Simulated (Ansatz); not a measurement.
# Si₂H₅Cl: a ladder of functionals and wavefunction methods

The task here is to estimate one member of a computed series from the others.

Computed with Ansatz 0.2.0, Gaussian basis. Level: functionals in def2-TZVPP, the program's frozen cores in correlated methods.

Plan: LDA (SPW92), PBE-D4, revPBE-D4, BLYP-D4, r2SCAN-D4, B97M-V, PBE0-D4, B3LYP-D4, r2SCANh-D4, r2SCAN0-D4, HSE06-D4, BHLYP-D4, CAM-B3LYP-D4, LC-ωPBE, ωB97X-V, ωB97M-V, B2PLYP, PBE-QIDH; CCSD(T)/def2-SVP; CCSD(T)/def2-TZVPP; MP2/def2-QZVPP; extrapolation to the limit; RPA on PBE.

## The relaxed structure

The geometry comes from an earlier relaxation with PBE0-D4 in a triple-zeta def2 set; it is a stationary point, not always the lowest conformer.

SMILES `[SiH3][SiH2]Cl`, 8 atoms, charge 0, spin multiplicity 1.

Atoms are counted from 1 here; the program's logs count them from 0.

Bond lengths: Si1–Si2 2.338 Å, Si1–H4 1.488 Å, Si1–H5 1.486 Å, Si1–H6 1.486 Å, Si2–Cl3 2.065 Å, Si2–H7 1.485 Å, Si2–H8 1.485 Å. Angles: Si2–Si1–H4 109.6°, Si2–Si1–H5 109.6°, Si2–Si1–H6 109.6°, H4–Si1–H5 109.3°, H4–Si1–H6 109.3°, H5–Si1–H6 109.5°, Si1–Si2–Cl3 108.7°, Si1–Si2–H7 111.9°, Si1–Si2–H8 111.8°, Cl3–Si2–H7 107.7°, Cl3–Si2–H8 107.7°, H7–Si2–H8 108.8°.

Set-up of the first run:

Contents of in.yaml:

```yaml
crystal:
  periodic: [false, false, false]
  atoms:
    - {symbol: Si, position_ang: [-0.706459, 0.881805, -0.390293]}
    - {symbol: Si, position_ang: [0.573424, -0.938822, 0.325930]}
    - {symbol: Cl, position_ang: [2.431623, -0.252943, 0.908041]}
    - {symbol: H, position_ang: [-2.053039, 0.410125, -0.813029]}
    - {symbol: H, position_ang: [-0.034269, 1.540738, -1.540040]}
    - {symbol: H, position_ang: [-0.854542, 1.855741, 0.722090]}
    - {symbol: H, position_ang: [-0.041819, -1.622835, 1.491372]}
    - {symbol: H, position_ang: [0.777180, -1.930910, -0.759870]}
basis:
  gaussian: {orbitals: def2-TZVPP}
hamiltonian: {xc: lda}
output: {orbitals: {seedname: orbitals}}
```

Among the steps run: LDA; PBE-D4 (GGA); revPBE-D4 (GGA); BLYP-D4 (GGA); r2SCAN-D4 (meta-GGA); B97M-V (meta-GGA); PBE0-D4 (hybrid); B3LYP-D4 (hybrid); r2SCANh-D4 (hybrid); r2SCAN0-D4 (hybrid); HSE06-D4 (hybrid); BHLYP-D4 (hybrid); CAM-B3LYP-D4 (range-separated); LC-ωPBE-D4 (range-separated; the results give it without D4); ωB97X-V (range-separated); ωB97M-V (range-separated); B2PLYP (double hybrid); PBE-QIDH (double hybrid).

One table of the session follows, with a row left open; its other results are not shown here.

It belongs to the step «Orbital energies across the functionals». 

| functional | HOMO (eV) | gap (eV) |
| --- | --- | --- |
| LDA (SPW92) | -7.11 | 5.45 |
| PBE-D4 | -7.03 | 5.59 |
| revPBE-D4 | -7.00 | 5.65 |
| BLYP-D4 | -6.89 | 5.64 |
| r2SCAN-D4 | -7.32 | 6.17 |
| B97M-V | -7.45 | 6.14 |
| PBE0-D4 | -8.21 | 7.64 |
| B3LYP-D4 | ? | ? |
| r2SCANh-D4 | -7.75 | 6.90 |
| r2SCAN0-D4 | -8.39 | 7.99 |
| HSE06-D4 | -7.82 | 6.87 |
| BHLYP-D4 | -9.29 | 9.69 |
| CAM-B3LYP-D4 | -9.50 | 10.03 |
| LC-ωPBE | -10.82 | 12.47 |
| ωB97X-V | -10.49 | 12.02 |
| ωB97M-V | -10.26 | 11.52 |

Estimate the missing values for B3LYP-D4.

Worked estimate for «HOMO (eV)». Against the share of exact exchange, BLYP-D4 (0, -6.89), BHLYP-D4 (0.5, -9.29) give a slope of -4.80 per unit share; at 0.2 the line stands at -7.85.

**Answer.** HOMO (eV): -8.00; gap (eV): 7.27. In «HOMO (eV)» the line misses by +0.15.
